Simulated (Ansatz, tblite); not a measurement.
**GaCl2H (GaHCl2): charged states by level of theory**

Aim: the energy of removing and adding an electron for GaCl2H (GaHCl2), by energy differences, and how well orbital energies stand in for it.

Method: as each input shows; program: Ansatz 0.2.0, Gaussian basis.

The runs, in order: charge +1 doublet, at the geometry of the singlet (PBE0-D4/def2-TZVP, PBE-D4/def2-TZVP, r2SCAN-D4/def2-TZVP, CCSD(T)/def2-TZVPP); charge -1 doublet, at the geometry of the singlet (PBE0-D4/def2-TZVPD, PBE-D4/def2-TZVPD, r2SCAN-D4/def2-TZVPD); the starting singlet's energies come from earlier runs.

## Step 1: The structure

The geometry is that of the singlet, from an earlier relaxation (PBE-D4/def2-TZVP).

4 atoms, charge 0, spin multiplicity 1.

Atoms are counted from 1 here; the program's logs count them from 0.

Bond lengths: Ga1–Cl2 2.145 Å, Ga1–Cl3 2.145 Å, Ga1–H4 1.555 Å. Angles: Cl2–Ga1–Cl3 115.0°, Cl2–Ga1–H4 122.5°, Cl3–Ga1–H4 122.5°.

## Step 2: Charge +1 doublet at the fixed geometry, PBE0-D4/def2-TZVP

File in.yaml:

```yaml
crystal:
  periodic: [false, false, false]
  atoms:
    - {symbol: Ga, position_ang: [-0.096079, -0.161063, 0.000235]}
    - {symbol: Cl, position_ang: [2.047510, -0.097734, 0.013417]}
    - {symbol: Cl, position_ang: [-1.058813, 1.755195, -0.015808]}
    - {symbol: H, position_ang: [-0.892628, -1.496399, 0.002166]}
basis:
  gaussian: {orbitals: def2-TZVP}
total_charge: 1
magnetization: {spin_polarized: true, initial_magnetization: 1}
hamiltonian: {xc: pbe0, dispersion: d4}
output: {orbitals: {seedname: orbitals}}
```

The run is started by

```console
$ ansatz run in.yaml --threads 4 --pin off --events-out ev --progress --plain --max-ram 3916MiB
```

Standard output:

```text
Functional definition: PBE0
  name "PBE0"
  cite "Adamo & Barone, J. Chem. Phys. 110, 6158 (1999) doi:10.1063/1.478522"
  cite "Perdew, Burke & Ernzerhof, Phys. Rev. Lett. 77, 3865 (1996) doi:10.1103/PhysRevLett.77.3865"
  parent pbe
  parameter a = 0.25
  parameter kappa = 0.804
  parameter beta = 0.06672455060314922
  exchange = (1 - a)*pbe_x(kappa = kappa, mu = beta*pi^2/3) + a*exact_x
  correlation = pbe_c(beta = beta)
993 factors; their error is unknown
mean field evaluation 1: about -77411.9244 eV, gradient 3.1e1 eV
mean field evaluation 2: about -77402.3848 eV, gradient 5.5e1 eV
mean field evaluation 4: about -77416.5281 eV, gradient 3.6e0 eV
mean field evaluation 8: about -77416.6051 eV, gradient 1.5e-1 eV
mean field evaluation 16: about -77416.8700 eV, gradient 1.1e-3 eV
mean field evaluation 32: about -77416.7431 eV, gradient 3.6e-1 eV
mean field -77416.87001941 eV, -2845.0174981741 hartree, gradient 6.0e-6 eV, S^2 0.759806; 3 other end points of the search recorded, 0 dependent functions left out
reference -77416.87004591 eV, -2845.0174991479 hartree; 33, 32 occupied and 95, 96 virtual orbitals, 993 factors
Total energy: -77416.94704264 eV, -2845.0203287256 hartree
```

Run time: 7 s. Hardware: 4 threads of Arm Neoverse V1, shared host; peak memory 0.58 GiB.

From the report: HOMO -14.79 eV, LUMO -13.47 eV (over both spins); ⟨S²⟩ 0.760 (pure: 0.75).

## Step 3: Charge +1 doublet at the fixed geometry, PBE-D4/def2-TZVP

start.molden holds the orbitals of an earlier run on this state, given as this run's starting guess.

Edit in.yaml of step 2 so:

```diff
@@ -8,6 +8,7 @@
 basis:
-  gaussian: {orbitals: def2-TZVP}
+  gaussian: {orbitals: def2-TZVP, initial_orbitals: start.molden}
 total_charge: 1
 magnetization: {spin_polarized: true, initial_magnetization: 1}
-hamiltonian: {xc: pbe0, dispersion: d4}
+hamiltonian: {xc: pbe, dispersion: d4}
+scf: {omitted_lower_state_checks: [starts]}
 output: {orbitals: {seedname: orbitals}}
```

The command is unchanged.

Standard output:

```text
Functional definition: PBE
  name "PBE"
  cite "Perdew, Burke & Ernzerhof, Phys. Rev. Lett. 77, 3865 (1996) doi:10.1103/PhysRevLett.77.3865"
  parent pbe
  parameter kappa = 0.804
  parameter beta = 0.06672455060314922
  exchange = pbe_x(kappa = kappa, mu = beta*pi^2/3)
  correlation = pbe_c(beta = beta)
these checks for a lower state are left out or cut short: starts
924 factors; their error is unknown
mean field evaluation 1: about -77414.1016 eV, gradient 9.7e0 eV
mean field evaluation 2: about -77414.2152 eV, gradient 1.7e-1 eV
mean field evaluation 4: about -77414.2058 eV, gradient 1.3e-3 eV
mean field evaluation 8: about -77414.2058 eV, gradient 8.2e-6 eV
mean field -77414.20584197 eV, -2844.9195914591 hartree, gradient 8.2e-6 eV, S^2 0.753322; 0 other end points of the search recorded, 0 dependent functions left out
reference -77414.20587737 eV, -2844.9195927600 hartree; 33, 32 occupied and 95, 96 virtual orbitals, 924 factors
Total energy: -77414.29592767 eV, -2844.9229020476 hartree
Checks for a lower state left out: starts
```

Wall time 1.6 s (4 threads of Arm Neoverse V1, shared host).

HOMO -13.94 eV, LUMO -13.91 eV (over both spins); ⟨S²⟩ 0.753 (pure: 0.75).

## Step 4: Charge +1 doublet at the fixed geometry, r2SCAN-D4/def2-TZVP

Edit in.yaml of step 3 so:

```diff
@@ -11,3 +11,3 @@
 magnetization: {spin_polarized: true, initial_magnetization: 1}
-hamiltonian: {xc: pbe, dispersion: d4}
+hamiltonian: {xc: r2scan, dispersion: d4}
 scf: {omitted_lower_state_checks: [starts]}
```

Launched as before.

Standard output:

```text
Functional definition: r2SCAN
  name "r2SCAN"
  cite "Furness, Kaplan, Ning, Perdew & Sun, J. Phys. Chem. Lett. 11, 8208 (2020) doi:10.1021/acs.jpclett.0c02405"
  cite "Furness, Kaplan, Ning, Perdew & Sun, J. Phys. Chem. Lett. 11, 9248 (2020) doi:10.1021/acs.jpclett.0c03077"
  parent r2scan
  parameter k0 = 0.174
  parameter k1 = 0.065
  parameter a1 = 4.9479
  exchange = r2scan_x(k0 = k0, k1 = k1, a1 = a1)
  correlation = r2scan_c
these checks for a lower state are left out or cut short: starts
924 factors; their error is unknown
mean field evaluation 1: about -77430.2837 eV, gradient 7.0e0 eV
mean field evaluation 2: about -77430.3209 eV, gradient 8.1e-2 eV
mean field evaluation 4: about -77430.3040 eV, gradient 4.5e-4 eV
mean field evaluation 8: about -77430.3040 eV, gradient 2.6e-5 eV
mean field -77430.30398016 eV, -2845.5111871258 hartree, gradient 2.6e-6 eV, S^2 0.757336; 0 other end points of the search recorded, 0 dependent functions left out
reference -77430.30399176 eV, -2845.5111875521 hartree; 33, 32 occupied and 95, 96 virtual orbitals, 924 factors
Total energy: -77430.32292006 eV, -2845.5118831544 hartree
Checks for a lower state left out: starts
```

Run time: 5 s. Hardware: 4 threads of Arm Neoverse V1, shared host.

HOMO -14.15 eV, LUMO -14.03 eV (over both spins); ⟨S²⟩ 0.757 (pure: 0.75).

## Step 5: Charge +1 doublet at the fixed geometry, CCSD(T)/def2-TZVPP

Edit in.yaml of step 4 so:

```diff
@@ -8,7 +8,7 @@
 basis:
-  gaussian: {orbitals: def2-TZVP, initial_orbitals: start.molden}
+  gaussian: {orbitals: def2-TZVPP, initial_orbitals: start.molden}
 total_charge: 1
 magnetization: {spin_polarized: true, initial_magnetization: 1}
-hamiltonian: {xc: r2scan, dispersion: d4}
-scf: {omitted_lower_state_checks: [starts]}
+correlation: {method: ccsd_t}
+scf: {omitted_lower_state_checks: [starts, cluster_reference]}
 output: {orbitals: {seedname: orbitals}}
```

The command is unchanged.

Standard output, shortened:

```text
Functional definition: HF
  name "HF"
  cite "Fock, Z. Phys. 61, 126 (1930) doi:10.1007/BF01340294"
  parent pbe
[...]
897 factors; integrals over basis functions are off by at most 6.8e-4 eV
[...]
mean field -77350.48992662 eV, -2842.5780747582 hartree, gradient 1.3e-6 eV, S^2 0.761467; 0 other end points of the search recorded, 0 dependent functions left out
19 core orbitals not correlated: weight in the atoms' cores, before any rotation towards them, 1.000 or more for the frozen orbitals, at most 0.000 for the correlated occupied ones
reference -77350.48992662 eV, -2842.5780747582 hartree; 14, 13 occupied and 113, 114 virtual orbitals, 897 factors
second order -15.09022594 eV of doubles, -0.00000000 eV of singles
cycle   1  -15.52913947 eV  change   -4.4e-1 eV  update   1.0e-1
[...]
cycle  19  -16.15702521 eV  change   -6.8e-6 eV  update   2.2e-5
perturbative correction -0.70535177 eV, -0.0259211995 hartree
Total energy: -77367.35230360 eV, -2843.1977556824 hartree
Checks for a lower state left out: starts, cluster_reference
```

It took 25 s on 4 threads of Arm Neoverse V1, shared host; peak memory 1.3 GiB.

From the report: Hartree-Fock HOMO -17.31 eV, LUMO -9.19 eV (over both spins); ⟨S²⟩ 0.761 (pure: 0.75); T1 0.029.

## Step 6: Vertical ionisation energy

Charged state less starting state, singlet to doublet; the starting state's energies are those of its earlier runs.

Differences are taken before rounding.

```csv
method,vertical ionisation energy (eV),from CCSD(T)/def2-TZVPP (eV),time
HF/def2-TZVPP,10.79,-0.85,
PBE-D4/def2-TZVP,10.86,-0.79,2.4 s
r2SCAN-D4/def2-TZVP,11.11,-0.54,7.1 s
PBE0-D4/def2-TZVP,11.33,-0.32,8.6 s
MP2/def2-TZVPP,11.88,+0.23,
CCSD/def2-TZVPP,11.63,-0.01,
CCSD(T)/def2-TZVPP,11.65,0,28 s
```

Times add the two runs; a level without a time comes out of a correlated run.

Beside −ε(HOMO) of the starting state:

```csv
level,−ε(HOMO) (eV),by difference (eV),mismatch (eV)
PBE-D4/def2-TZVP,7.73,10.86,-3.13
r2SCAN-D4/def2-TZVP,8.10,11.11,-3.01
PBE0-D4/def2-TZVP,9.15,11.33,-2.18
```

## Step 7: Charge -1 doublet at the fixed geometry, PBE0-D4/def2-TZVPD

Edit in.yaml of step 5 so:

```diff
@@ -8,7 +8,6 @@
 basis:
-  gaussian: {orbitals: def2-TZVPP, initial_orbitals: start.molden}
-total_charge: 1
+  gaussian: {orbitals: def2-TZVPD}
+total_charge: -1
 magnetization: {spin_polarized: true, initial_magnetization: 1}
-correlation: {method: ccsd_t}
-scf: {omitted_lower_state_checks: [starts, cluster_reference]}
+hamiltonian: {xc: pbe0, dispersion: d4}
 output: {orbitals: {seedname: orbitals}}
```

The command is unchanged.

Standard output:

```text
Functional definition: PBE0
  name "PBE0"
  cite "Adamo & Barone, J. Chem. Phys. 110, 6158 (1999) doi:10.1063/1.478522"
  cite "Perdew, Burke & Ernzerhof, Phys. Rev. Lett. 77, 3865 (1996) doi:10.1103/PhysRevLett.77.3865"
  parent pbe
  parameter a = 0.25
  parameter kappa = 0.804
  parameter beta = 0.06672455060314922
  exchange = (1 - a)*pbe_x(kappa = kappa, mu = beta*pi^2/3) + a*exact_x
  correlation = pbe_c(beta = beta)
1091 factors; their error is unknown
mean field evaluation 1: about -77426.9439 eV, gradient 2.0e1 eV
mean field evaluation 2: about -77426.6455 eV, gradient 2.6e1 eV
mean field evaluation 4: about -77428.1776 eV, gradient 8.2e-1 eV
mean field evaluation 8: about -77428.4112 eV, gradient 1.1e-1 eV
mean field evaluation 16: about -77428.4113 eV, gradient 2.4e-5 eV
mean field evaluation 32: about -77427.9702 eV, gradient 5.2e-1 eV
mean field -77428.41132261 eV, -2845.4416332438 hartree, gradient 2.4e-5 eV, S^2 0.754924; 6 other end points of the search recorded, 0 dependent functions left out
reference -77428.41136382 eV, -2845.4416347581 hartree; 34, 33 occupied and 121, 122 virtual orbitals, 1091 factors
Total energy: -77428.51189049 eV, -2845.4453290451 hartree
```

Run time: 9.5 s. Hardware: 4 threads of Arm Neoverse V1, shared host; peak memory 0.59 GiB.

Report: HOMO 1.52 eV, LUMO 3.15 eV (over both spins); ⟨S²⟩ 0.755 (pure: 0.75); the next solution that the search met lies 0.484 eV higher. Doubts: highest occupied level lies above zero.

## Step 8: Charge -1 doublet at the fixed geometry, PBE-D4/def2-TZVPD

Edit in.yaml of step 7 so:

```diff
@@ -8,6 +8,7 @@
 basis:
-  gaussian: {orbitals: def2-TZVPD}
+  gaussian: {orbitals: def2-TZVPD, initial_orbitals: start.molden}
 total_charge: -1
 magnetization: {spin_polarized: true, initial_magnetization: 1}
-hamiltonian: {xc: pbe0, dispersion: d4}
+hamiltonian: {xc: pbe, dispersion: d4}
+scf: {omitted_lower_state_checks: [starts]}
 output: {orbitals: {seedname: orbitals}}
```

Launched as before.

Standard output:

```text
Functional definition: PBE
  name "PBE"
  cite "Perdew, Burke & Ernzerhof, Phys. Rev. Lett. 77, 3865 (1996) doi:10.1103/PhysRevLett.77.3865"
  parent pbe
  parameter kappa = 0.804
  parameter beta = 0.06672455060314922
  exchange = pbe_x(kappa = kappa, mu = beta*pi^2/3)
  correlation = pbe_c(beta = beta)
these checks for a lower state are left out or cut short: starts
987 factors; their error is unknown
mean field evaluation 1: about -77425.2029 eV, gradient 9.7e0 eV
mean field evaluation 2: about -77425.3103 eV, gradient 1.6e-1 eV
mean field evaluation 4: about -77425.2895 eV, gradient 9.1e-4 eV
mean field evaluation 8: about -77425.2895 eV, gradient 2.4e-5 eV
mean field -77425.28954482 eV, -2845.3269100260 hartree, gradient 2.4e-5 eV, S^2 0.752939; 0 other end points of the search recorded, 0 dependent functions left out
reference -77425.28959565 eV, -2845.3269118940 hartree; 34, 33 occupied and 121, 122 virtual orbitals, 987 factors
Total energy: -77425.40699092 eV, -2845.3312260905 hartree
Checks for a lower state left out: starts
```

Wall time 2.3 s (4 threads of Arm Neoverse V1, shared host).

HOMO 2.22 eV, LUMO 2.58 eV (over both spins); ⟨S²⟩ 0.753 (pure: 0.75). Doubts: highest occupied level lies above zero.

## Step 9: Charge -1 doublet at the fixed geometry, r2SCAN-D4/def2-TZVPD

Edit in.yaml of step 8 so:

```diff
@@ -11,3 +11,3 @@
 magnetization: {spin_polarized: true, initial_magnetization: 1}
-hamiltonian: {xc: pbe, dispersion: d4}
+hamiltonian: {xc: r2scan, dispersion: d4}
 scf: {omitted_lower_state_checks: [starts]}
```

Same command.

Standard output:

```text
Functional definition: r2SCAN
  name "r2SCAN"
  cite "Furness, Kaplan, Ning, Perdew & Sun, J. Phys. Chem. Lett. 11, 8208 (2020) doi:10.1021/acs.jpclett.0c02405"
  cite "Furness, Kaplan, Ning, Perdew & Sun, J. Phys. Chem. Lett. 11, 9248 (2020) doi:10.1021/acs.jpclett.0c03077"
  parent r2scan
  parameter k0 = 0.174
  parameter k1 = 0.065
  parameter a1 = 4.9479
  exchange = r2scan_x(k0 = k0, k1 = k1, a1 = a1)
  correlation = r2scan_c
these checks for a lower state are left out or cut short: starts
987 factors; their error is unknown
mean field evaluation 1: about -77441.7064 eV, gradient 7.0e0 eV
mean field evaluation 2: about -77441.7407 eV, gradient 6.8e-2 eV
mean field evaluation 4: about -77441.7107 eV, gradient 2.6e-4 eV
mean field evaluation 8: about -77441.7107 eV, gradient 1.9e-5 eV
mean field -77441.71074516 eV, -2845.9303780076 hartree, gradient 1.9e-5 eV, S^2 0.757865; 0 other end points of the search recorded, 0 dependent functions left out
reference -77441.71077980 eV, -2845.9303792807 hartree; 34, 33 occupied and 121, 122 virtual orbitals, 987 factors
Total energy: -77441.73628059 eV, -2845.9313164175 hartree
Checks for a lower state left out: starts
```

Wall time 6 s (4 threads of Arm Neoverse V1, shared host).

HOMO 2.03 eV, LUMO 2.88 eV (over both spins); ⟨S²⟩ 0.758 (pure: 0.75). Doubts: highest occupied level lies above zero.

## Step 10: Vertical electron affinity

Starting state less charged state (positive: the electron is bound), singlet to doublet; the starting state's energies are those of its earlier runs.

```csv
level,vertical electron affinity (eV),time
PBE-D4/def2-TZVPD,+0.21,3.5 s
r2SCAN-D4/def2-TZVPD,+0.27,8.8 s
PBE0-D4/def2-TZVPD,+0.20,11 s
```

Times add the two runs; a level without a time comes out of a correlated run.

Beside −ε(LUMO) of the starting state:

```csv
level,−ε(LUMO) (eV),by difference (eV),mismatch (eV)
PBE-D4/def2-TZVPD,2.61,0.21,+2.41
r2SCAN-D4/def2-TZVPD,2.34,0.27,+2.07
PBE0-D4/def2-TZVPD,1.82,0.20,+1.63
```

## Step 11: Results

| quantity | value |
| --- | --- |
| vertical ionisation energy, functionals in def2-TZVP | 10.86 (PBE-D4) to 11.33 eV (PBE0-D4) |
| vertical ionisation energy, CCSD(T)/def2-TZVPP | 11.65 eV |
| vertical electron affinity, functionals in def2-TZVPD | 0.20 (PBE0-D4) to 0.27 eV (r2SCAN-D4) |

What this shows: The vertical ionisation energy spans 10.86 to 11.33 eV over the functionals, beside 11.65 eV from CCSD(T)/def2-TZVPP. −ε(HOMO) misses the level's own difference by -2.18 eV at best (PBE0-D4) and -3.13 eV at worst (PBE-D4). The reference is CCSD(T) in one finite basis, so it carries an error of its own, often a tenth of an eV or more, and near misses can't be ranked. The vertical electron affinity spans 0.20 to 0.27 eV over the functionals. The anion's highest level lies above zero where self-interaction lifts it, so diffuse functions weigh on these values. −ε(LUMO) misses the level's own difference by +1.63 eV at best (PBE0-D4) and +2.41 eV at worst (PBE-D4).

The anion's highest level is positive in at least one run, so there the basis alone may hold the extra electron.
